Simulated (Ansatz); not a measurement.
Task: Name a neutral molecule of C, Cl, F and H with HOMO energy (ωB97M-V/def2-TZVPP) between -9.95 and -9.65 eV and LUMO energy (PBE/def2-TZVPP) between -1.50 and -1.20 eV (Ansatz, PBE0-D4/def2-TZVP geometry).

Result: `C=C(Cl)CF` (-9.83 eV, -1.24 eV); `FC1=CCC1Cl` (-9.81 eV, -1.25 eV). Other molecules can fit too; these were computed, each in one conformer that needn't be the lowest.
